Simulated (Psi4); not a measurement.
# wB97X/6-31G(d) (spherical functions) run of C2H8N2 (1,1-dimethylhydrazine)

Aim: energy and forces of C2H8N2 (1,1-dimethylhydrazine). 

Program for the calculation: Psi4 1.11.

2 further runs of the same task are left out: 2 set aside as unsound or not needed.

### 1 The structure to begin with

C2H8N2: 12 atoms, total charge 0, spin state singlet. As SMILES, `CN(C)N`. The C3–H9 distance was set to 2.396 Å, away from the relaxed value. At this shape a bond of the SMILES string is far longer than usual.

Bond lengths: C1–N2 1.444 Å, N2–C3 1.443 Å, N2–N4 1.411 Å, C1–H5 1.092 Å, C1–H6 1.107 Å, C1–H7 1.092 Å, C3–H8 1.092 Å, C3–H10 1.105 Å, N4–H11 1.024 Å, N4–H12 1.013 Å. Some angles: C1–N2–C3 111.9°, C1–N2–N4 112.6°, C3–N2–N4 109.0°, N2–C1–H5 110.0°, N2–C1–H6 112.3°, N2–C1–H7 109.8°, N2–C3–H8 109.5°, N2–C3–H10 112.6°, N2–N4–H11 110.5°, N2–N4–H12 108.2°.

### 2 Energy and gradient at wB97X/6-31G(d) (spherical functions)

calc.in reads:

```
memory 2.2 GB

molecule {
  0 1
  C     -1.714546    -1.731157    -0.557182
  N     -0.816086    -0.727087    -0.037632
  C      0.567184    -1.093037    -0.224222
  N     -1.034976     0.544643    -0.608242
  H     -1.520706    -2.691427    -0.073722
  H     -1.606696    -1.867227    -1.650222
  H     -2.747916    -1.446417    -0.347562
  H      0.765754    -2.037397     0.287148
  H      1.963760     0.615630     0.709740
  H      0.834114    -1.217317    -1.289722
  H     -1.195976     0.463343    -1.615842
  H     -1.873306     0.935483    -0.196302
  symmetry c1
  no_reorient
  no_com
}

set {
  reference            rks
  puream               true
  e_convergence        1e-09
  d_convergence        1e-08
  scf_type             pk
  dft_radial_points    99
  dft_spherical_points 590
}

energy_value = gradient('wb97x/6-31G*')
```

Command:

```bash
$ psi4 -i calc.in -o calc.out -n 1
```

**Question.** What will come out? Wanted: total energy; dipole moment; HOMO energy; LUMO energy; HOMO–LUMO gap; largest force on an atom.

Computed results:

Level: wB97X/6-31G* (spherical functions).

| quantity | value |
| --- | --- |
| total energy | -190.23367 Eh |
| dipole moment | 3.77 D |
| HOMO energy | -8.30 eV |
| LUMO energy | -0.26 eV |
| HOMO–LUMO gap | 8.04 eV |
| largest force on an atom | 3.119 eV/Å |
